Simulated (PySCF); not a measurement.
# Working out the electron affinity of B

B⁻ [He] 2s2 2p2 (3P) → B [He] 2s2 2p1 (2P). Calculation: PySCF 2.14, in def2-TZVPPD; the non-relativistic Hamiltonian (point nucleus). Frozen: 1s2. Energies in hartree (1 hartree = 27.21139 eV):

```csv
part,B⁻ (lower),B (upper)
UHF,-24.515788,-24.532383
CCSD correlation,-0.079115,-0.064330
(T),-0.002987,-0.001327
```

Task: What does Hartree-Fock give?

Result: (-24.532383) − (-24.515788) = -0.016595 hartree = -0.452 eV.

Task: What do CCSD and CCSD(T) give?

Result: The CCSD correlation energies differ by 0.014785 hartree = 0.402 eV and the triples by 0.001660 hartree = 0.045 eV, so CCSD gives -0.050 eV and CCSD(T) -0.005 eV.

A first-order spin-orbit estimate adds 0.000 eV to CCSD(T) (valence), giving -0.005 eV against 0.280 eV (measured; photodetachment measurements, as compiled on the Wikipedia data page of electron affinities).

What remains against the reference includes basis incompleteness, the frozen core and higher excitations.
